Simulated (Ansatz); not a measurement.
fcc Rh, treated with r²SCAN in Ansatz (plane waves, PAW).

A relaxed, unreconstructed slab of the (110) face has 12 atoms, two equal faces of 10.219 Å² each and an energy of -76979.8854 eV. A bulk cell of 2 atoms with the same orientation and in-plane k mesh has -12830.5461 eV. Energies are extrapolated to zero smearing.

Run with plane-wave cutoff 500 eV, 14×20×1 k mesh (along the axes of the cell as run), Fermi–Dirac smearing 0.1 eV, scalar-relativistic PAW data made under PBE.

Worked out: γ = (E_slab − N E_bulk per atom)/2A = [-76979.8854 − 12 × (-12830.5461/2)]/(2 × 10.219) = 0.1659 eV/Å². With 16.022 J/m² per eV/Å² this is 2.66 J/m², or 1.70 eV per surface cell and face.

Ansatz is a quantum-chemistry and plane-wave program.
